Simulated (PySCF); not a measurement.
# Oscillator strengths, rates and cross-sections

Compound: C2H3N3.
SMILES: `C1=NC=NN1`

Method: PySCF 2.14.0, density-fitted response routines, TDDFT CAM-B3LYP/def2-SVPD, vertical, gas phase, core orbitals frozen in the response. Isolated species at its GFN2-xTB geometry, gas phase.

Computed singlets with f of 0.002 or more:

| state | λ (nm) | f |
| --- | --- | --- |
| S1 | 192.9 | 0.0056 |
| S2 | 169.6 | 0.103 |
| S4 | 165.2 | 0.0041 |
| S5 | 162.4 | 0.029 |
| S6 | 156.0 | 0.0037 |
| S7 | 153.8 | 0.026 |

**Question.** Give A, τ, |μ| and ∫σ dE for each state.

**Answer.** A / s⁻¹ = 0.6670 f (ν̃ / cm⁻¹)² and τ = 1/A in vacuum; |μ| follows from f = (2/3) ΔE |μ|² (atomic units, 1 au = 2.5417 D); ∫σ dE = 109.76 f Mb·eV.

```csv
state,A (s⁻¹),τ,|μ| (D),∫σ dE (Mb·eV)
S1,1.0×10⁷,99 ns,0.48,0.62
S2,2.4×10⁸,4.2 ns,1.93,11
S4,1.0×10⁷,100 ns,0.38,0.45
S5,7.4×10⁷,14 ns,1.00,3.2
S6,1.0×10⁷,100 ns,0.35,0.4
S7,7.3×10⁷,14 ns,0.92,2.8
```

Leading configurations: S1 H-1→L (98%); S2 H→L (83%); S4 H→L+1 (90%); S5 H-2→L (63%); S6 H-3→L (72%); S7 H-1→L+1 (92%) (H = HOMO, L = LUMO).

The rates are for emission to S0 at the absorption energy, with no other channel.

**Question.** Suppose S1 emitted 0.3 eV lower with the same transition dipole. How would A change?

**Answer.** At fixed |μ|, A goes as the cube of the energy: (6.13/6.43)³ = 0.87, which makes τ about 110 ns.

**Question.** By what factor does the largest A in the list exceed the smallest?

**Answer.** S2 has 24 times the rate of S4.

**Question.** What is the integrated cross-section of all computed states together?

**Answer.** Σf = 0.172 over S1 to S8, so 109.76 × Σf ≈ 18.8 Mb·eV.

Time: 13 s of wall time (grids of density and orbitals included). Hardware: one thread, Arm Neoverse V1, shared host.
